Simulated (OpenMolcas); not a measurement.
Exact exchange and the dipole moment of OH

OH has 2 atoms, charge 0, and is taken as a doublet. SMILES: `[OH]`. The coordinates come from a PBE0-D4/def2-TZVP relaxation.

The dipole moment y, in D, basis aug-cc-pVTZ; a is the functional's share of exact exchange. Programs: OpenMolcas 26.06.

```
functional     program     a  y (D)
     UBLYP  OpenMolcas     0   1.60
     UTPSS  OpenMolcas     0   1.61
    UB3LYP  OpenMolcas   0.2   1.65
     UPBE0  OpenMolcas  0.25      ?
    UBHLYP  OpenMolcas   0.5   1.70
```

Fit y = c + s·a to the known rows and predict UPBE0.


1. Means of the 4 rows: a = 0.1750, y = 1.640.
2. Σ(Δa)² = 0.1675, Σ(Δa·Δy) = 0.032, so the slope is 0.032/0.1675 = 0.19104.
3. Intercept: 1.640 − (0.19104) × 0.1750 = 1.607. The largest residual of the fit is 0.007.
4. UPBE0: 1.607 + (0.19104) × 0.25 = 1.65 D.

The run gave 1.65 D, so the prediction is off by 0.00 D: they agree to the digits shown. More exact exchange makes the molecule more polar here.
